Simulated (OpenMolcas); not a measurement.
P2H4 (diphosphine): methods side by side

P2H4 has 6 atoms, charge 0, and is taken as a singlet. SMILES: `PP`. The coordinates come from a PBE0-D4/def2-TZVP relaxation. This is one conformer, not always the lowest.

```xyz
6

P     0.3651   -1.0488   -0.0823
P    -0.3652    1.0491    0.0781
H    -0.4970   -1.5216    0.9450
H    -0.5721   -1.3929   -1.0949
H     0.5028    1.5246   -0.9429
H     0.5664    1.3896    1.0970
```

Quantity: the energy change with the P1–H3 bond stretched from 1.422 to 2.133 Å, in eV. The values are calculated.

```csv
level,kind,program,value (eV),less FCI/STO-3G,CPU time (all runs)
HF/STO-3G (restricted),Hartree–Fock,OpenMolcas,3.96,+1.37,4 s
PBE/STO-3G (restricted),GGA,OpenMolcas,2.67,+0.08,10 s
M06-2X/STO-3G (restricted),hybrid meta-GGA,OpenMolcas,3.24,+0.65,13 s
B2PLYP/STO-3G (restricted),double hybrid,OpenMolcas,3.05,+0.46,9 s
MP2/STO-3G (restricted),perturbation theory,OpenMolcas,3.19,+0.60,4.3 s
"CASPT2(2,2)/STO-3G",multireference,OpenMolcas,2.55,-0.04,4.3 s
ACPF/STO-3G (restricted),coupled cluster or CI,OpenMolcas,2.41,-0.18,4.2 s
CISD/STO-3G (restricted),coupled cluster or CI,OpenMolcas,2.87,+0.28,4.3 s
FCI/STO-3G,exact in the basis,OpenMolcas,2.59,0.00,2.4 min
```

FCI/STO-3G is exact within its basis and frozen core, so for wave-function methods in that basis the difference is their error; functionals converge differently with the basis, so for them it is only a difference. Spin-restricted single references rise too steeply as a bond breaks, Hartree–Fock most of all. The first shape isn't each level's own minimum. The values span 2.41 to 3.96 eV. All rows use very small basis sets, so even the best lies far from the true value. CPU times are rough (shared hosts, several kinds of processor): they show what a rung costs within a factor of a few.
